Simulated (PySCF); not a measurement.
diphosphorus anion (P2), SMILES P#P (connectivity only; charge and spin as stated), charge -1, multiplicity 2. Atoms are numbered in the order given.

```xyz
2

P      0.0000     0.0000    -0.9869
P      0.0000     0.0000     0.9869
```
Charge -1, spin multiplicity 2.

Coordinates come from a r2SCAN-D4/def2-TZVPD optimisation. The multiplicity is an assumed one; other spin states were not compared.

All values below come from PBE/pcH-1 (PySCF).

Unrestricted Kohn–Sham, ⟨S²⟩ = 0.751. Hyperfine tensors hold the contact and dipolar terms, without spin-orbit corrections.

Computed hyperfine couplings:
```json
[
 {"nucleus": "31P no. 1", "A(iso) (MHz)": "-34.6", "A(iso) (G)": "-12.3", "dipolar principal values (MHz)": "-157.3, -156.2, 313.4"},
 {"nucleus": "31P no. 2", "A(iso) (MHz)": "-34.6", "A(iso) (G)": "-12.3", "dipolar principal values (MHz)": "-157.3, -156.2, 313.4"}
]
```
